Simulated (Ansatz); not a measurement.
Saddle point of AlNH4, closed shell (AlNH₄ ([NH2][AlH2]) → AlNH₂ ([NH][AlH]) + H₂; bonds formed: H2–H4; bonds broken: Al1–H2, N3–H4), PBE0-D4/def2-TZVP structure:

```
6
angstrom
Al -0.7222 0.1799 -0.0831
H 0.8042 1.1525 -0.6072
N 0.4038 -0.9312 0.4761
H 1.0513 0.4162 -0.2297
H -2.0010 1.0067 -0.4931
H 0.4640 -1.8240 0.9371
```

Energies are electronic, without zero-point energy. Barriers and step energies count from the start structure reached by relaxing down the imaginary mode; all methods use the PBE0-D4 structures, on which another method's saddle can fall below an end. Ansatz 0.2.0; basis: def2-TZVPP, with def2-QZVPP for the basis limit; cores frozen in the correlated methods. B3LYP uses VWN-RPA correlation. Extrapolation: Hartree–Fock as exp(−7.88 √X), correlation as X^−2.97.

```
      method  barrier (eV)  step energy (eV)
       SPW92             ?             2.860
      PBE-D4         2.859             2.752
     BLYP-D4         2.908             2.692
   r2SCAN-D4         3.043             2.928
      B97M-V         3.263             3.134
     PBE0-D4         3.149             3.031
    B3LYP-D4         3.143             2.938
  r2SCAN0-D4             ?             3.118
    BHLYP-D4         3.465             3.240
CAM-B3LYP-D4         3.288             3.107
     wB97X-V         3.336             3.143
     wB97M-V         3.246             3.038
      B2PLYP         3.135             2.919
    PBE-QIDH         3.256             3.100
  RPA on PBE             ?             2.885
          HF         3.939             3.578
         MP2         3.108             2.882
        CCSD         3.356             3.104
     CCSD(T)         3.205             2.965
```

Fill in the withheld barriers. (To be estimated.)

Computed: r2SCAN0-D4 3.247; SPW92 2.779; RPA on PBE 3.157 eV. Each is the energy of the saddle less that of the start structure, by the same method.

For comparison, the barrier by CCSD(T) at an estimated basis limit (MP2 extrapolated from triple and quadruple zeta, plus CCSD(T) − MP2 in triple zeta) is 3.153 eV.

No T1 diagnostic of these runs exceeds 0.028. The T1 diagnostic is large here, which may signal multireference character or strong orbital relaxation, so CCSD(T) is less sure.

Labels in which every atom is bracketed show which atoms are joined, not bond orders.

For scale, one of the runs: CCSD(T)/def2-TZVPP, 129 basis functions, launched by `ansatz run in.yaml --threads 2 --pin off --events-out ev --progress --plain --max-ram 4352MiB`. The run took about 4.1 s on 2 CPU threads of an Intel Xeon Platinum 8488C (shared host).
